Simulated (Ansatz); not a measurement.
Results of r²SCAN+rVV10 (Ansatz, an electronic-structure program, PAW) for litharge SnO.

Problem. Give the computed interlayer binding energy, layer repeat distance and gap between the layers.

Solution. 
* **interlayer binding energy**: 31.1 meV/Å²
* **layer repeat distance**: 4.761 Å
* **gap between the layers**: 2.468 Å

Spin–orbit coupling is not included.

The computed numbers hold no vibrational or temperature effects.
